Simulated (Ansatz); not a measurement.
```yaml
crystal:
  periodic: [false, false, false]
  atoms:
    - {symbol: Ga, position_ang: [-1.223197, 0.326593, -0.003022]}
    - {symbol: As, position_ang: [1.122713, -0.320462, 0.002842]}
    - {symbol: H, position_ang: [1.160276, 1.228741, -0.002203]}
basis:
  gaussian: {orbitals: def2-TZVP}
magnetization: {spin_polarized: true, initial_magnetization: 1}
hamiltonian: {xc: pbe0}
relax: {f_tol: 0.004, max_steps: 80}
```

```sh
$ ansatz run in.yaml --threads 1 --pin off --events-out ev --progress --plain --max-ram 2176MiB
```

Steps of the relaxation (energy above the last step; positions in Å, forces in eV/Å):

```
3
step 1, 57.8 meV
Ga   -1.223    0.327   -0.003   -0.887    0.200   -0.002
As    1.123   -0.320    0.003    0.822   -0.088    0.002
H     1.160    1.229   -0.002    0.065   -0.112    0.000
```

```
3
step 2, 2.7 meV
Ga   -1.320    0.309   -0.003   -0.045   -0.017    0.000
As    1.151   -0.308    0.003    0.003    0.093    0.000
H     1.228    1.234   -0.002    0.041   -0.076    0.000
```

```
3
step 3, 0.3 meV
Ga   -1.344    0.293   -0.003    0.000   -0.010    0.000
As    1.141   -0.297    0.003   -0.014    0.041    0.000
H     1.263    1.238   -0.002    0.014   -0.031    0.000
```

```
3
step 4, 0.0 meV
Ga   -1.355    0.285   -0.003    0.001   -0.001    0.000
As    1.134   -0.290    0.003   -0.002    0.002    0.000
H     1.281    1.240   -0.002    0.001   -0.001    0.000
```

Close pairs at the end: As2–H3 1.537 Å, Ga1–As2 2.555 Å.

A stationary point of unrestricted PBE0 after 4 steps, with ⟨S²⟩ = 0.755 against 0.75 for a pure state; no frequencies were run, so it isn't proven a minimum. 51 s on 1 thread of Intel Xeon 6975P-C, shared host.
